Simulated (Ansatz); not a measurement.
## Ansatz (development build ahead of 0.2.0) run

```yaml
crystal:
  periodic: [false, false, false]
  atoms:
    - { symbol: C, position_ang: [0.00539, -0.05923, -0.5924] }
    - { symbol: C, position_ang: [-0.00436, -0.04837, 0.73143] }
    - { symbol: H, position_ang: [-0.00794, 0.68218, 1.53383] }
    - { symbol: H, position_ang: [-0.00565, -0.98107, -1.1587] }
    - { symbol: H, position_ang: [-0.00551, 0.88515, -1.16618] }
basis:
  gaussian: { orbitals: def2-TZVP }
magnetization:
  spin_polarized: true
  initial_magnetization: 1
hamiltonian:
  xc: hf
```

The input is written out in the form of the current development build from the run's settings.

Output:

```json
{"Converged": "yes", "Total energy": "-77.42097 hartree", "Spin squared of the determinant": "0.978"}
```

Caution: the unrestricted determinant is spin contaminated.
